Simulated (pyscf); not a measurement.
A first-order saddle from PySCF, ωB97X-D3(BJ)/def2-SVP:

```xyz
8

O      1.6876     0.1233    -0.9630
Si     0.2877     0.3547    -0.4114
Cl     0.4032     0.9548     2.0296
Cl    -1.0391     1.8004    -0.9603
N     -0.7066    -0.9331     0.2908
H     -0.3235    -0.1714     1.6414
H     -0.3101    -1.8685     0.1907
H     -1.6985    -0.9393     0.0547
```
Charge 0, spin multiplicity 1.

Surface: singlet, charge 0. Lowest wavenumbers (cm⁻¹): 443i, 128, 166, 220, 269.

Q: What reaction is this the transition state of?

A: O=Si(Cl)–Cl (SMILES O=[Si](Cl)Cl) + NH₃ (SMILES N) <-> H₂N–Si(=O)–Cl (SMILES N[Si](=O)Cl) + HCl (SMILES Cl), a four-centre exchange read from left to right: Cl–Si, H–N broken and N–Si, Cl–H formed. At ωB97M-D3(BJ)/def2-TZVP it lies +5.5 kJ/mol from the left side and +11.5 kJ/mol from the right (each side as separated species at their lowest minima found). On the reactant side the descent ends in an adduct with a N–Si contact, 163.6 kJ/mol under the separated species and 170.5 kJ/mol under the saddle at ωB97X-D3(BJ)/def2-TZVP. What is counted as formed (N–Si) is already present as a longer contact in the reactant adduct; forming that adduct is a step of its own. This is the saddle that the search found; another between the same sides may lie lower.
